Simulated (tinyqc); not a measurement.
Inside a calculation. Method: harmonic frequencies on the UHF/sto-6g surface (energies and gradients from PySCF), for BH, spin multiplicity 3. One step of it, computed by the program tinyqc.

Task: Normal modes. Diagonalise H_ij / sqrt(m_i m_j); the 5 smallest eigenvalues belong to translations and rotations; wavenumber = sqrt(eigenvalue / 1822.888) x 219474.63; each mode has its largest component positive (the first on a tie); zero-point energy = sum of wavenumbers / 2, with 349.755 1/cm per kcal/mol.

Hessian (symmetrised) (hartree/bohr^2), lower triangle:
```
             1Bx          1By          1Bz         2Hx         2Hy         2Hz
1Bx   0.00000220
1By   0.00000000   0.00000220
1Bz   0.00000000   0.00000000   0.37064950
2Hx  -0.00000220   0.00000000   0.00000000  0.00000220
2Hy   0.00000000  -0.00000220   0.00000000  0.00000000  0.00000220
2Hz   0.00000000   0.00000000  -0.37064950  0.00000000  0.00000000  0.37064950
```

masses (u): 1B 11.009305, 2H 1.007825

Give: eigenvalues of the mass-weighted Hessian; harmonic wavenumbers of the vibrations; mass-weighted modes; zero-point energy.

Result:

eigenvalues of the mass-weighted Hessian (hartree/(bohr^2 u)): 0.000  0.000  0.000  0.000  0.000  0.401

harmonic wavenumbers of the vibrations (1/cm): 3257.0

mass-weighted modes:
```
     mode 1
1Bx   0.000
1By   0.000
1Bz  -0.290
2Hx   0.000
2Hy   0.000
2Hz   0.957
```

zero-point energy = 4.656 kcal/mol
